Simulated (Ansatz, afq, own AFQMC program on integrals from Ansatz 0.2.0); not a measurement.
# ZrH, quartet → ZrH, doublet

```xyz
2

Zr    0.0000    0.0000    0.0000
H     0.0000    0.0000    1.8590
```

E(doublet, charge +0) − E(quartet, charge +0) at this geometry, on UHF and UHF determinants.

Basis def2-TZVP with its core potentials. Noble-gas cores (and the filled d shells of Ga–Kr and In–Xe) are frozen. AFQMC by an in-house program on the Cholesky factors that Ansatz 0.2.0 writes for its CCSD(T) run. The CISD trial takes its coefficients from CCSD amplitudes. Released means that phaseless walkers are propagated on without the constraint, phases kept. ± is one standard error of the sampling. No spin–orbit coupling. The metal's outer-core s and p shells are frozen, which shifts wave-function levels against functionals. The errors of all members are added in quadrature.

Full CI on the same integrals is exact in this basis and with this determinant's frozen core.

Errors are counted within def2-TZVP, not against nature.

Cautions: no spin-orbit coupling; outer-core shells of the metal frozen; ZrH (quartet): another spin lies lower, the released energies have errors that jump between times, so the bars are unsure, so no released level is given (meV from the phaseless value at times in 1/Eh: -6 ± 3 at 0.60, -9.3 ± 1.1 at 1.20, -13 ± 5 at 2.00, -24 ± 16 at 3.00, -14 ± 5 at 4.20), though the last usable value meets full CI within the noise, CCSDTQ on the ROHF determinant differs (82 meV higher), by its state or its frozen core; ZrH (doublet): the determinant is a saddle point among determinants of its kind, strong correlation (T1 0.124, weight of the determinant 0.75, largest double 0.10), unrestricted determinant spin contaminated (⟨S²⟩ 1.46 against 0.75), its ph-AFQMC/CISD value lies 35.1 ± 2.1 meV above full CI.

```
level  vertical spin gap (kJ/mol)
 CCSD                        -0.6
  MP2                        30.7
```

(1) From these cheaper values, estimate the vertical spin gap at the reference level in def2-TZVP.

(1) -8.3 kJ/mol (full CI in def2-TZVP).

```json
{"level": "HF", "vertical spin gap (kJ/mol)": "46.2", "error against FCI (kJ/mol)": "54.4"}
{"level": "CCSD(T)", "vertical spin gap (kJ/mol)": "-5.2", "error against FCI (kJ/mol)": "3.1"}
{"level": "CCSDT", "vertical spin gap (kJ/mol)": "-7.8", "error against FCI (kJ/mol)": "0.4"}
{"level": "CCSDT(Q)", "vertical spin gap (kJ/mol)": "-8.3", "error against FCI (kJ/mol)": "0.0"}
{"level": "CCSDTQ", "vertical spin gap (kJ/mol)": "-8.3", "error against FCI (kJ/mol)": "0.0"}
{"level": "ph-AFQMC/CISD", "vertical spin gap (kJ/mol)": "-6.2 ± 0.2", "error against FCI (kJ/mol)": "2.0 ± 0.2"}
```

Correlation beyond CCSD(T) takes off 3.1 kJ/mol. The perturbative (T) step is worth −4.6 kJ/mol. Where the cautions show a poor determinant, the low rows tell how each method copes with it, not its usual error.

CCSDT and higher add their correlation energy to the determinant of the CCSD(T) run, since their own runs factorise the integrals more tightly (a shift of under 2 meV).
